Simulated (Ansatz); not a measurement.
**One shape, several levels: triplet C2H6Si**

We compute a comparison of 6 runs (UHF/3-21G, U-r2SCAN0/cc-pVDZ, UBLYP/cc-pVDZ, UCAM-B3LYP/cc-pVDZ, UPBE0/cc-pVDZ, RPA@PBE/cc-pVDZ) of triplet C2H6Si. 

The calculation is run with Ansatz 0.2.0.

60 further runs of the same task are left out: 60 set aside as unsound or not needed.

## 1. Starting point

The species is C2H6Si (9 atoms), meant as a triplet with charge 0. SMILES of the parent species: `CC[SiH]`. Geometry: relaxed at PBE0-D4/def2-TZVP. This is one conformer, not always the lowest. That shape belongs to the parent species and isn't relaxed for this state.

Bond lengths: C1–C2 1.523 Å, C2–Si3 1.891 Å, C1–H4 1.094 Å, C1–H5 1.093 Å, C1–H6 1.092 Å, C2–H7 1.095 Å, C2–H8 1.111 Å, Si3–H9 1.532 Å. Some angles: C1–C2–Si3 121.0°, C1–C2–H7 111.7°, C1–C2–H8 109.8°, Si3–C2–H7 110.3°, Si3–C2–H8 97.9°, C2–C1–H4 112.0°, C2–C1–H5 111.1°, C2–C1–H6 111.0°, C2–Si3–H9 94.7°, H7–C2–H8 104.1°.

## 2. A single-point energy at UHF/3-21G (run 1)

Input file job.yaml:

```yaml
crystal:
  periodic: [false, false, false]
  atoms:
    - {symbol: C, position_ang: [-0.593600, 0.495600, -0.562700]}
    - {symbol: C, position_ang: [0.423400, -0.563800, -0.158900]}
    - {symbol: Si, position_ang: [1.475100, -0.358700, 1.398700]}
    - {symbol: H, position_ang: [-1.208900, 0.173100, -1.407700]}
    - {symbol: H, position_ang: [-0.098000, 1.423000, -0.860500]}
    - {symbol: H, position_ang: [-1.258400, 0.736300, 0.269500]}
    - {symbol: H, position_ang: [1.051000, -0.864800, -1.004300]}
    - {symbol: H, position_ang: [-0.103000, -1.497700, 0.133400]}
    - {symbol: H, position_ang: [0.401100, 0.410600, 2.175300]}
basis:
  gaussian:
    orbitals: 3-21G.json
magnetization:
  spin_polarized: true
  initial_magnetization: 2
hamiltonian:
  xc: hf
accuracy: high
output: {orbitals: {seedname: orbitals}}
```

The basis set 3-21G is read from a file made from the Basis Set Exchange's data (not shown).

On the command line:

```console
$ ansatz run job.yaml --threads 1 --pin off --max-ram 3480MiB --events-out events.jsonl --progress --plain --runs-dir runs
```

Standard output:

```text
Warning: RAYON_NUM_THREADS=1 ignored (pool sized by the plan → 1); use --threads N
Functional definition: HF
  name "HF"
  exchange = exact_x
  correlation = 0
1040 factors; integrals over basis functions are off by at most 4.1e-9 eV
mean field evaluation 1: about -9960.6326 eV, gradient 1.3e1 eV
mean field evaluation 2: about -9960.9312 eV, gradient 1.3e1 eV
mean field evaluation 4: about -9962.3119 eV, gradient 2.0e0 eV
mean field evaluation 8: about -9962.3839 eV, gradient 2.0e-1 eV
mean field evaluation 16: about -9962.3853 eV, gradient 1.6e-6 eV
mean field -9962.38534198 eV, -366.1109085705 hartree, gradient 3.8e-8 eV, S^2 2.004723; 0 other end points of the search recorded, 0 dependent functions left out
reference -9962.38534198 eV, -366.1109085705 hartree; 17, 15 occupied and 26, 28 virtual orbitals, 1040 factors
Total energy: -9962.38534198 eV, -366.1109085705 hartree
```

Run time: 0.56 s. Hardware: 1 thread of Arm Neoverse V1, shared host; peak memory 0.1 GiB.

## 3. The energy at U-r2SCAN0/cc-pVDZ (run 2)

Input file run.yaml:

```yaml
crystal:
  periodic: [false, false, false]
  atoms:
    - {symbol: C, position_ang: [-0.593600, 0.495600, -0.562700]}
    - {symbol: C, position_ang: [0.423400, -0.563800, -0.158900]}
    - {symbol: Si, position_ang: [1.475100, -0.358700, 1.398700]}
    - {symbol: H, position_ang: [-1.208900, 0.173100, -1.407700]}
    - {symbol: H, position_ang: [-0.098000, 1.423000, -0.860500]}
    - {symbol: H, position_ang: [-1.258400, 0.736300, 0.269500]}
    - {symbol: H, position_ang: [1.051000, -0.864800, -1.004300]}
    - {symbol: H, position_ang: [-0.103000, -1.497700, 0.133400]}
    - {symbol: H, position_ang: [0.401100, 0.410600, 2.175300]}
basis:
  gaussian: {orbitals: cc-pVDZ}
hamiltonian: {xc: {name: r2SCAN0}}
accuracy: high
magnetization: {spin_polarized: true, initial_magnetization: 2}
output: {orbitals: {seedname: orbitals}}
```

On the command line:

```console
$ ansatz run run.yaml --threads 1 --pin off --max-ram 3480MiB --events-out events.jsonl --progress --plain --runs-dir runs
```

Standard output:

```text
Warning: RAYON_NUM_THREADS=1 ignored (pool sized by the plan → 1); use --threads N
Functional definition: r2SCAN0
  name "r2SCAN0"
  parameter a = 0.25
  parameter k0 = 0.174
  parameter k1 = 0.065
  parameter a1 = 4.9479
  exchange = (1 - a)*r2scan_x(k0 = k0, k1 = k1, a1 = a1) + a*exact_x
  correlation = r2scan_c
1848 factors; integrals over basis functions are off by at most 3.7e-9 eV
mean field evaluation 1: about -10038.5708 eV, gradient 3.2e1 eV
mean field evaluation 2: about -10034.1474 eV, gradient 4.1e1 eV
mean field evaluation 4: about -10043.9814 eV, gradient 1.4e0 eV
mean field evaluation 8: about -10044.1651 eV, gradient 3.5e-2 eV
mean field evaluation 16: about -10044.1652 eV, gradient 2.6e-4 eV
mean field -10044.16517590 eV, -369.1162620348 hartree, gradient 5.8e-8 eV, S^2 2.003638; 0 other end points of the search recorded, 0 dependent functions left out
reference -10044.16517761 eV, -369.1162620974 hartree; 17, 15 occupied and 59, 61 virtual orbitals, 1848 factors
Total energy: -10044.16517761 eV, -369.1162620974 hartree
```

It took 24 s on 1 thread of Arm Neoverse V1, shared host; peak memory 0.44 GiB.

## 4. A single-point energy at UBLYP/cc-pVDZ (run 3)

Input file job.yaml:

```yaml
crystal:
  periodic: [false, false, false]
  atoms:
    - symbol: C
      position_ang: [-0.593600, 0.495600, -0.562700]
    - symbol: C
      position_ang: [0.423400, -0.563800, -0.158900]
    - symbol: Si
      position_ang: [1.475100, -0.358700, 1.398700]
    - symbol: H
      position_ang: [-1.208900, 0.173100, -1.407700]
    - symbol: H
      position_ang: [-0.098000, 1.423000, -0.860500]
    - symbol: H
      position_ang: [-1.258400, 0.736300, 0.269500]
    - symbol: H
      position_ang: [1.051000, -0.864800, -1.004300]
    - symbol: H
      position_ang: [-0.103000, -1.497700, 0.133400]
    - symbol: H
      position_ang: [0.401100, 0.410600, 2.175300]
basis:
  gaussian: {orbitals: cc-pVDZ}
total_charge: 0
magnetization: {spin_polarized: true, initial_magnetization: 2}
hamiltonian: {xc: {name: BLYP}}
accuracy: high
output: {orbitals: {seedname: orbitals}}
```

On the command line:

```console
$ ansatz run job.yaml --threads 1 --pin off --max-ram 3480MiB --events-out events.jsonl --progress --plain --runs-dir runs
```

Standard output:

```text
Warning: RAYON_NUM_THREADS=1 ignored (pool sized by the plan → 1); use --threads N
Functional definition: BLYP
  name "BLYP"
  parameter beta = 0.0042
  parameter a = 0.04918
  parameter b = 0.132
  parameter c = 0.2533
  parameter d = 0.349
  exchange = b88_x(beta = beta)
  correlation = lyp_c(a = a, b = b, c = c, d = d)
1848 factors; integrals over basis functions are off by at most 3.7e-9 eV
mean field evaluation 1: about -10033.5585 eV, gradient 4.5e1 eV
mean field evaluation 2: about -9981.7477 eV, gradient 9.5e1 eV
mean field evaluation 4: about -10044.4188 eV, gradient 5.0e0 eV
mean field evaluation 8: about -10044.6013 eV, gradient 1.4e-1 eV
mean field evaluation 16: about -10044.6014 eV, gradient 2.7e-5 eV
mean field -10044.60144808 eV, -369.1322947416 hartree, gradient 2.3e-8 eV, S^2 2.001541; 0 other end points of the search recorded, 0 dependent functions left out
reference -10044.60150259 eV, -369.1322967446 hartree; 17, 15 occupied and 59, 61 virtual orbitals, 1848 factors
Total energy: -10044.60150259 eV, -369.1322967446 hartree
```

It took 8.1 s on 1 thread of Arm Neoverse V1, shared host; peak memory 0.25 GiB.

Runs 4 to 5 aren't shown in full; the table further down has their settings and results.

## 5. A single-point energy at RPA@PBE/cc-pVDZ (run 6)

Input file molecule.yaml:

```yaml
crystal:
  periodic: [false, false, false]
  atoms:
    - symbol: C
      position_ang: [-0.593600, 0.495600, -0.562700]
    - symbol: C
      position_ang: [0.423400, -0.563800, -0.158900]
    - symbol: Si
      position_ang: [1.475100, -0.358700, 1.398700]
    - symbol: H
      position_ang: [-1.208900, 0.173100, -1.407700]
    - symbol: H
      position_ang: [-0.098000, 1.423000, -0.860500]
    - symbol: H
      position_ang: [-1.258400, 0.736300, 0.269500]
    - symbol: H
      position_ang: [1.051000, -0.864800, -1.004300]
    - symbol: H
      position_ang: [-0.103000, -1.497700, 0.133400]
    - symbol: H
      position_ang: [0.401100, 0.410600, 2.175300]
basis:
  gaussian: {orbitals: cc-pVDZ}
magnetization: {spin_polarized: true, initial_magnetization: 2}
hamiltonian: {xc: {name: PBE}}
correlation: {method: rpa, frozen_orbitals: {C: 1, H: 0, Si: 5}}
accuracy: high
```

On the command line:

```console
$ ansatz run molecule.yaml --threads 1 --pin off --max-ram 3480MiB --events-out events.jsonl --progress --plain --runs-dir runs
```

Standard output, cut to the lines that bear on the results:

```text
Warning: RAYON_NUM_THREADS=1 ignored (pool sized by the plan → 1); use --threads N
Functional definition: PBE
  name "PBE"
[...]
1848 factors; integrals over basis functions are off by at most 3.7e-9 eV
[...]
mean field -10039.09319925 eV, -368.9298703306 hartree, gradient 2.3e-8 eV, S^2 2.002512; 2 other end points of the search recorded, 0 dependent functions left out
7 core orbitals not correlated: weight in the atoms' cores, before any rotation towards them, 1.000 or more for the frozen orbitals, at most 0.000 for the correlated occupied ones
reference -10015.02521408 eV, -368.0453881895 hartree; 10, 8 occupied and 59, 61 virtual orbitals, 1848 factors
Total energy: -10032.65690119 eV, -368.6933407397 hartree
```

Run time: 14 s. Hardware: 1 thread of Arm Neoverse V1, shared host; peak memory 0.32 GiB.

## 6. The series

| run | level | frozen core orbitals | energy (Eh) | HOMO energy (eV) | LUMO energy (eV) | ⟨S²⟩ | wall time |
| --- | --- | --- | --- | --- | --- | --- | --- |
| 1 | UHF/3-21G | – | -366.110909 | -7.69 | 0.29 | 2.005 | 0.56 s |
| 2 | U-r2SCAN0/cc-pVDZ | – | -369.116262 | -5.26 | -3.26 | 2.004 | 24 s |
| 3 | UBLYP/cc-pVDZ | – | -369.132297 | -3.61 | – | 2.002 | 8.1 s |
| 4 | UCAM-B3LYP/cc-pVDZ | – | -369.144037 | -6.09 | -2.64 | 2.002 | 13 s |
| 5 | UPBE0/cc-pVDZ | – | -368.979013 | -5.01 | -3.50 | 2.002 | 13 s |
| 6 | RPA@PBE/cc-pVDZ | 7 | -368.693341 | – | – | 2.003 | 14 s |

## 7. Results

| quantity | value |
| --- | --- |
| run 6: total energy | -368.69334 Eh |
| run 6: RPA correlation energy (valence) | -648.0 mEh |
| run 6: ⟨S²⟩ of the reference determinant | 2.003 |

What this shows: Totals of different functionals can't be ranked against each other. All runs together took 72 s, the longest 24 s.
